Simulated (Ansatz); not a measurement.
**B2Si+ (quartet): wave-function methods side by side, def2-QZVPP**

An exercise on one series of results from a longer session: the logs are not shown, and one member is left open.

Method: def2-QZVPP, core rule «outside noble gas», up to 7 orbitals frozen; program: Ansatz 0.2.0, Gaussian basis.

The runs, in order: UHF; ROHF; CCSD(T) on UHF.

2 further runs of the same task are left out: 2 set aside as unsound or not needed.

## The geometry

The geometry is a PBE0/def2-TZVP stationary point (not a proven minimum) of the parent state, kept for this charge and spin.

3 atoms, charge 1, spin multiplicity 4.

Atoms are counted from 1 here; the program's logs count them from 0.

Bond lengths: B1–B2 1.543 Å, B2–Si3 1.871 Å. Angles: B1–B2–Si3 180.0°.

Coordinates:

```xyz
3
charge 1, multiplicity 4
B     0.0000    0.0000   -1.6525
B     0.0000    0.0000   -0.1095
Si    0.0000    0.0000    1.7619
```

The first run:

in.yaml

```yaml
crystal:
  periodic: [false, false, false]
  atoms:
    - {symbol: B, position_ang: [0.000000, 0.000000, -1.652467]}
    - {symbol: B, position_ang: [0.000000, 0.000000, -0.109467]}
    - {symbol: Si, position_ang: [0.000000, 0.000000, 1.761933]}
basis:
  gaussian: {orbitals: "def2-QZVPP.json"}
total_charge: 1
magnetization: {spin_polarized: true, initial_magnetization: 3}
hamiltonian: {xc: hf}
output: {orbitals: {seedname: orbitals}}
```

Launch:

```bash
ansatz run in.yaml --threads 1 --pin off --events-out ev --progress --plain --max-ram 2393MiB
```

Steps of the session up to this table: UHF; ROHF; CCSD(T) on UHF.

One of the session's tables, all rows but one given; the rest of the session is left out.

```
  method  from UCCSD(T) (kcal/mol)
    ROHF                         ?
     UHF                   +145.75
    UMP2                    +28.72
   UCCSD                     +7.58
UCCSD(T)                         0
```

Estimate the missing values for ROHF.

The run gave: from UCCSD(T) (kcal/mol): +147.83. In the column «from UCCSD(T) (kcal/mol)» it is the highest.
